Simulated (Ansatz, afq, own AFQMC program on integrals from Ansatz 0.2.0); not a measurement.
Two steps: Ansatz 0.2.0 writes the Fock matrix and Cholesky factors of the valence space, and afq projects on them the lowest state that overlaps trial and start.

```yaml
crystal:
  periodic: [false, false, false]
  atoms:
    - {symbol: N, position_ang: [0.000000, 0.000000, 0.000000]}
    - {symbol: O, position_ang: [0.000000, 0.000000, 1.681000]}
basis:
  gaussian: {orbitals: 6-31G}
magnetization: {spin_polarized: false, initial_magnetization: 3}
correlation: {method: ccsd_t, electrons: outside_noble_gas, hamiltonian_folder: ham}
```

```sh
$ ansatz run in.yaml --threads 1 --pin off --events-out ev --progress --plain --max-ram 24576MiB --backend cuda --devices 0, --max-vram 18GiB
```

Options of the walk:

```
--method phaseless --trial cisd --walkers 40 --populations 1 --least-time 40 --time-step 0.01 --steps-per-block 50 --equilibration-blocks 20 --max-blocks 80 --target-error 0.0008 --factor-cut 0.001 --start spin_pure --seed 8720 --taylor-order 6
```

Times are imaginary, in 1/Eh. The walk had a cap of 60 s.

Log:

```
orbitals 16  electrons 7 4  factors 65 of 208
reference energy -129.08233037 Eh
CCSD correlation -0.18496028 Eh in 16 cycles, weight of the determinant in the CISD state 0.8679
energy of the start -129.267301 Eh
 block  time / (1/Eh)  mean weight  energy / Eh
     1     0.500  0.9973  -129.265998
     2     1.000  1.0013  -129.276512
     3     1.500  1.0058  -129.275308
     4     2.000  1.0000  -129.274180
     5     2.500  0.9978  -129.273863
     8     4.000  0.9976  -129.272605
    11     5.500  0.9991  -129.269564
    17     8.500  0.9993  -129.273790
    23    11.500  0.9992  -129.269021
    29    14.500  1.0011  -129.288878
    35    17.500  1.0009  -129.269129
    41    20.500  0.9992  -129.268573
    47    23.500  1.0035  -129.270773
    53    26.500  1.0029  -129.302306
    59    29.500  0.9994  -129.287745
    65    32.500  1.0030  -129.262431
    71    35.500  1.0015  -129.272629
    77    38.500  1.0042  -129.264566
    83    41.500  0.9994  -129.290405
    89    44.500  0.9990  -129.270137
    95    47.500  0.9995  -129.274840
    99    49.500  1.0024  -129.281393
blocks merged  error / Eh  count
     1  0.000935  80
     2  0.001034  40
     4  0.001127  20
     8  0.001042  10
energy -129.275028 +/- 0.001127 Eh
(rows thinned)
```

The run passed its tests (sampling time, drift between the halves within three errors, error under three times the target), which doesn't prove that it has relaxed.

Against this walk (error 30.7 meV) on the same determinant: CCSD(T) 51.0 meV higher (within the noise), CCSDT(Q) 24.6 meV lower (within the noise), CCSDTQ 22.8 meV lower (within the noise), full CI 24.1 meV lower (within the noise), a separate phaseless walk with a CISD trial and standard settings 27.8 ± 30.9 meV higher (within the noise). The error is statistical and leaves out the bias of the constraint.

Cautions: constraint bias not in the error; error above the target (30.7 against 21.8 meV); lower spins were not checked; a spin-contaminated unrestricted determinant lies lower (UHF 180 meV lower, ⟨S²⟩ 4.03); the coarse factor cut changes the integrals a little; the time-step error isn't removed.

The walk took 18 s on 1 × NVIDIA H100 80GB HBM3 with 2 threads of AMD EPYC 7R13 Processor (Zen 3), with other jobs on the host (the card was shared). The log's last line is the phaseless energy.

CCSDT and higher add their correlation energy to the determinant of the CCSD(T) run, since their own runs factorise the integrals more tightly (a shift of under 2 meV). A walk keeps the symmetry of its determinant, which the program's search chose and which needn't be the lowest solution, so a lower state of the same spin and another symmetry isn't excluded.
